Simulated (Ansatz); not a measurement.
Two shapes of doublet SO2(+).

Shape 1:

```xyz
3

O     0.0000    0.2138   -1.4175
S     0.0000   -0.4277    0.0000
O     0.0000    0.2138    1.4175
```

Shape 2:

```xyz
3

O     0.0107    0.2278   -1.2738
S     0.0291   -0.3983   -0.0406
O    -0.0480    0.2118    1.3109
```

Basis set: def2-SVP (spherical functions). Left uncorrelated: 7 orbitals. Correlation on ROHF uses semicanonical orbitals with singles. Charge 1, multiplicity 2.

Computed with Ansatz (development build ahead of 0.2.0); each method stands on the lowest determinant of its kind that the runs found.

(1) Which shape is lower in energy, and by how much in each method?

Answers

(1)

```csv
method,E(2) − E(1) (eV)
ROHF,-1.134
UHF,-0.302
ROHF-CCSD(T),-0.248
```

Shape 2 is lower. Caution: the determinant may break the point group. Caution for ROHF, ROHF-CCSD(T): an unrestricted determinant lies well below. Caution for UHF: the unrestricted determinant is spin contaminated. Caution for ROHF-CCSD(T): another reference gives a lower total.
